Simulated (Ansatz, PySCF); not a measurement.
This Ansatz (a quantum-chemistry and plane-wave program) input computes a B3LYP/def2-TZVPD energy:

Ansatz 0.2 input:
```yaml
crystal:
  periodic: [false, false, false]
  atoms:
    - {symbol: N, position_ang: [-1.06982458, 0.19432482, 0.10751560]}
    - {symbol: C, position_ang: [0.27236484, 0.31364904, -0.04785169]}
    - {symbol: O, position_ang: [1.05073958, -0.61125119, -0.08188812]}
    - {symbol: H, position_ang: [-1.47667231, -0.72197082, 0.20424856]}
    - {symbol: H, position_ang: [-1.66665177, 1.00198023, 0.12805939]}
    - {symbol: H, position_ang: [0.59199050, 1.36783209, -0.14270206]}
basis:
  gaussian:
    orbitals: def2-TZVPD
hamiltonian:
  xc: {name: B3LYP}
output: {forces: true}
```

Q: Write an input for the same energy in PySCF and say what it gives.

A: 
```python
from pyscf import gto, scf, dft

mol = gto.M(
    atom='''
    N    -1.06982458    0.19432482    0.10751560
    C     0.27236484    0.31364904   -0.04785169
    O     1.05073958   -0.61125119   -0.08188812
    H    -1.47667231   -0.72197082    0.20424856
    H    -1.66665177    1.00198023    0.12805939
    H     0.59199050    1.36783209   -0.14270206
    ''',
    basis='def2-tzvpd',
    charge=0,
    spin=0,
    verbose=4,
)

mf = dft.RKS(mol, xc='b3lyp').density_fit(auxbasis='def2-universal-jkfit')
mf.grids.level = 3
mf.conv_tol = 1e-9
mf.max_cycle = 100
mf.max_memory = 1500
mf.kernel()
if not mf.converged:
    mf = mf.newton()
    mf.kernel(mf.make_rdm1())
mf.analyze()
```
It gives -169.97377 Eh, and Ansatz -169.97373 Eh, a difference of 0.04 mEh, from the treatment of integrals and grids.
